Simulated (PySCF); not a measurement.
B3LYP has the VWN-RPA correlation part, as in Gaussian. 

## F, SMILES `[F]` (charge 0, multiplicity 2)

Method: PySCF with B3LYP-D3(BJ)/def2-TZVP.

| Property | Value |
|---|---|
| highest occupied spin orbital | -12.17 eV |
| dipole moment | 0.00 D |
| total energy | -99.7702 Ha |
| cost | about 3 core-seconds (a rough figure) |

Bond lengths (Å): .
Charge 0, spin multiplicity 2.
